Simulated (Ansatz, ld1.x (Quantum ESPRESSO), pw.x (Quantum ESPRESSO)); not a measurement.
# osmium (Os): does the TM potential hold in the solid?

```json
{
  "Element": "osmium (Os)",
  "Generator": "ld1.x (Quantum ESPRESSO) 7.5",
  "Type": "norm-conserving Troullier–Martins (Kleinman–Bylander form)",
  "Functional": "PBEsol",
  "Relativity": "scalar-relativistic",
  "Frozen core": "[Xe] 4f14",
  "Valence charge": "8",
  "Reference configuration": "5d6 6s1 6p1",
  "Partial waves": "6s (bound): rc 2.70 bohr; 6p (bound): rc 3.35 bohr; 5d (bound): rc 1.30 bohr",
  "Local potential": "all-electron potential smoothed inside 3.35 bohr (lloc = -1)",
  "Core correction": "none"
}
```

Crystal test: bcc Os in pw.x 7.5, no spin, 15³ k-points, Fermi–Dirac smearing 0.01 Ry, cutoffs 75/300 Ry. The reference is all-electron LAPW (Ansatz 0.2.0) with the same functional, mesh and smearing; V0 and B0 come from Birch–Murnaghan fits to the pressures at five volumes. Errors are pseudo minus all-electron; Δ is the rms difference of the E(V) curves that follow from these fits, minima aligned, over ±6 % about the mean V0. Mesh and smearing are coarse, so the numbers serve the comparison and aren't converged zero-temperature values; the lattice is a test structure that the element need not adopt.

All-electron: a0 = 3.063 Å (V0 = 14.37 Å³/atom), B0 = 379.8 GPa.

Problem. How far does the potential miss the all-electron equation of state?

Solution. mean pressure error (GPa): +29.57. The pressure does not cross zero within the volumes sampled, so no fit is given. The largest radius (3.35 bohr) exceeds half the bond length (2.51 bohr), so the spheres overlap, which is one possible source of error among others. This is a poor potential for the solid.

```
V (Å³/atom)  P all-electron (GPa)  P pseudo (GPa)
     13.631                 22.64           58.10
     13.989                 10.78           42.96
     14.348                  0.50           29.76
     14.707                 -8.41           18.24
     15.065                -16.11            8.21
```

Problem. At the middle volume, how do free energy and pressure move when the wave cutoff is lowered (ecutrho kept at four times it)?

Solution.

```tsv
cutoff (Ry)	shift of F (meV/atom)	shift of P (GPa)
34	+87.4	-6.86
45	+28.3	-0.06
60	+7.9	-0.52
```

The run at the middle volume (120 k-points, 7 iterations) took about 12 s on one core of a shared host (Neoverse-V2, 192 threads, 742 GiB, load 45).
